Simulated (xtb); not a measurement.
xtb input (GFN2-xTB):

```bash
xtb mol.xyz --gfn 2 --sp --chrg 1 --uhf 0
```
mol.xyz:
```
2

Be    -0.00000000    -0.00000000    -0.26442914
H      0.00000000     0.00000000     1.05771654
```

Output:

```
           -------------------------------------------------
          |                Calculation Setup                |
           -------------------------------------------------

           -------------------------------------------------
          |                 G F N 2 - x T B                 |
           -------------------------------------------------

        Reference                      10.1021/acs.jctc.8b01176
      * Hamiltonian:
        H0-scaling (s, p, d)           1.850000    2.230000    2.230000
        zeta-weighting                 0.500000
      * Dispersion:
        s8                             2.700000
        a1                             0.520000
        a2                             5.000000
        s9                             5.000000
      * Repulsion:
        kExp                           1.500000    1.000000
        rExp                           1.000000
      * Coulomb:
        alpha                          2.000000
        third order                    shell-resolved
        anisotropic                    true
        a3                             3.000000
        a5                             4.000000
        cn-shift                       1.200000
        cn-exp                         4.000000
        max-rad                        5.000000

          ...................................................
          :                      SETUP                      :
          :.................................................:
          :  # basis functions                   5          :
          :  # atomic orbitals                   5          :
          :  # shells                            3          :
          :  # electrons                         2          :
          :  max. iterations                   250          :
          :  Hamiltonian                  GFN2-xTB          :
          :  restarted?                      false          :
          :  GBSA solvation                  false          :
          :  PC potential                    false          :
          :  electronic temp.          300.0000000     K    :
          :  accuracy                    1.0000000          :
          :  -> integral cutoff          0.2500000E+02      :
          :  -> integral neglect         0.1000000E-07      :
          :  -> SCF convergence          0.1000000E-05 Eh   :
          :  -> wf. convergence          0.1000000E-03 e    :
          :  Broyden damping             0.4000000          :
          :  net charge                          1          :
          :  unpaired electrons                  0          :
          ...................................................

 iter      E             dE          RMSdq      gap      omega  full diag
   1     -0.2135331 -0.213533E+00  0.526E+01    0.16       0.0  T
   2     -0.5548411 -0.341308E+00  0.114E+01    3.88       1.0  T
   3     -0.6308882 -0.760471E-01  0.160E+01    2.33       1.0  T
   4     -0.6298535  0.103473E-02  0.172E+01    2.25       1.0  T
   5     -0.6375490 -0.769558E-02  0.341E+00    3.60       1.0  T
   6     -0.6375655 -0.164944E-04  0.487E-01    3.81       1.0  T
   7     -0.6375714 -0.581018E-05  0.162E-01    3.83       1.0  T
   8     -0.6375737 -0.232829E-05  0.102E-01    3.83       1.0  T
   9     -0.6375741 -0.392870E-06  0.359E-02    3.83       2.0  T
  10     -0.6375742 -0.823634E-07  0.115E-03    3.83      61.5  T
  11     -0.6375742 -0.117899E-09  0.445E-04    3.83     159.0  T
  12     -0.6375742 -0.103011E-10  0.106E-05    3.83    6648.6  T

   *** convergence criteria satisfied after 12 iterations ***

         #    Occupation            Energy/Eh            Energy/eV
      -------------------------------------------------------------
         1        2.0000           -0.8520304             -23.1849 (HOMO)
         2                         -0.7112950             -19.3553 (LUMO)
         3                         -0.7112950             -19.3553
         4                         -0.7090149             -19.2933
         5                          0.0138850               0.3778
      -------------------------------------------------------------
                  HL-Gap            0.1407354 Eh            3.8296 eV
             Fermi-level           -0.7816627 Eh          -21.2701 eV

 SCC (total)                   0 d,  0 h,  0 min,  0.001 sec
 SCC setup                      ...        0 min,  0.000 sec (  6.420%)
 Dispersion                     ...        0 min,  0.000 sec (  1.890%)
 classical contributions        ...        0 min,  0.000 sec (  1.362%)
 integral evaluation            ...        0 min,  0.000 sec (  6.401%)
 iterations                     ...        0 min,  0.001 sec ( 70.189%)
 molecular gradient             ...        0 min,  0.000 sec (  6.776%)
 printout                       ...        0 min,  0.000 sec (  6.382%)

         :::::::::::::::::::::::::::::::::::::::::::::::::::::
         ::                     SUMMARY                     ::
         :::::::::::::::::::::::::::::::::::::::::::::::::::::
         :: total energy              -0.631300494041 Eh    ::
         :: gradient norm              0.017898859995 Eh/a0 ::
         :: HOMO-LUMO gap              3.829605506984 eV    ::
         ::.................................................::
         :: SCC energy                -0.637574157859 Eh    ::
         :: -> isotropic ES            0.131783919861 Eh    ::
         :: -> anisotropic ES         -0.009275379350 Eh    ::
         :: -> anisotropic XC         -0.036069003292 Eh    ::
         :: -> dispersion             -0.000061142936 Eh    ::
         :: repulsion energy           0.006273663818 Eh    ::
         :: add. restraining           0.000000000000 Eh    ::
         :: total charge               1.000000000000 e     ::
         :::::::::::::::::::::::::::::::::::::::::::::::::::::

           -------------------------------------------------
          |                Property Printout                |
           -------------------------------------------------

    * Orbital Energies and Occupations

         #    Occupation            Energy/Eh            Energy/eV
      -------------------------------------------------------------
         1        2.0000           -0.8520304             -23.1849 (HOMO)
         2                         -0.7112950             -19.3553 (LUMO)
         3                         -0.7112950             -19.3553
         4                         -0.7090149             -19.2933
         5                          0.0138850               0.3778
      -------------------------------------------------------------
                  HL-Gap            0.1407354 Eh            3.8296 eV
             Fermi-level           -0.7816627 Eh          -21.2701 eV

     #   Z          covCN         q      C6AA      α(0)
     1   4 Be       0.880     0.719    53.452    21.925
     2   1 H        0.880     0.281     0.771     1.375

 Mol. C6AA /au·bohr⁶  :         64.575178
 Mol. C8AA /au·bohr⁸  :       2631.123854
 Mol. α(0) /au        :         23.299491

Wiberg/Mayer (AO) data.
largest (>0.10) Wiberg bond orders for each atom

 ---------------------------------------------------------------------------
     #   Z sym  total        # sym  WBO       # sym  WBO       # sym  WBO
 ---------------------------------------------------------------------------
     1   4 Be   0.921 --     2 H    0.921
     2   1 H    0.921 --     1 Be   0.921
 ---------------------------------------------------------------------------

Topologies differ in total number of bonds
Writing topology from bond orders to xtbtopo.mol

molecular dipole:
                 x           y           z       tot (Debye)
 q only:        0.000       0.000       0.202
Note: The following floating-point exceptions are signalling: IEEE_DENORMAL
normal termination of xtb
   full:       -0.000       0.000      -1.760       4.473
molecular quadrupole (traceless):
                xx          xy          yy          xz          yz          zz
 q only:       -0.651       0.000      -0.651       0.000       0.000       1.301
  q+dip:       -2.002       0.000      -2.002       0.000      -0.000       4.003
   full:       -0.328      -0.000      -0.328      -0.000       0.000       0.655

           -------------------------------------------------
          | TOTAL ENERGY               -0.631300494041 Eh   |
          | GRADIENT NORM               0.017898859995 Eh/α |
          | HOMO-LUMO GAP               3.829605506984 eV   |
           -------------------------------------------------

------------------------------------------------------------------------
------------------------------------------------------------------------
 total:
 SCF:
```
